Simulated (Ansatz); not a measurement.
The same path of AlFH3N (6 atoms, charge 0, multiplicity 1) was run twice with different band settings. Lost on the way: Al1–H2, Al1–F3. Made: H2–F3.

Method: Ansatz 0.2.0, RKS B3LYP/def2-mTZVP.

Relaxed end points:

```xyz
6
Properties=species:S:1:pos:R:3
Al 0.183 -0.024 0.159
H 0.261 -0.552 1.632
F 1.556 0.537 -0.588
N -1.319 0.006 -0.766
H -2.214 -0.316 -0.422
H -1.409 0.348 -1.713
```

```xyz
6
Properties=species:S:1:pos:R:3
Al -1.080 -0.546 0.873
H 1.894 0.082 0.816
F 1.415 0.284 0.040
N -1.611 -0.051 -0.783
H -2.557 -0.106 -1.147
H -1.003 0.337 -1.499
```

Common settings: movable images 7; climbing image yes; spring 5.0 eV/Å²; optimiser quadratic models (default); force threshold 0.03 eV/Å; iteration limit 60; end points relaxed.

| run | start path |
| --- | --- |
| 1 | through a guess of the saddle point |
| 2 | straight line |

Problem. What does each run give, and how far can it be trusted?

Solution. Run 1: converged after 28 iterations, highest image 3.424 eV above the first end. Neighbouring images differ by up to 1.4 eV, so the band resolves the path poorly. A vibrational analysis at the climbing image gives one clearly imaginary mode, 1277i cm⁻¹: a first-order saddle point.
Run 2: converged after 13 iterations, highest image 3.424 eV above the first end. Neighbouring images differ by up to 1.3 eV, so the band resolves the path poorly. Another band between the same ends (7 images) ends at a top of the same energy, where a vibrational analysis finds 1 clearly imaginary mode.
The orbitals stay closed-shell, which can raise the energy where a bond breaks towards radicals; this wasn't checked here.
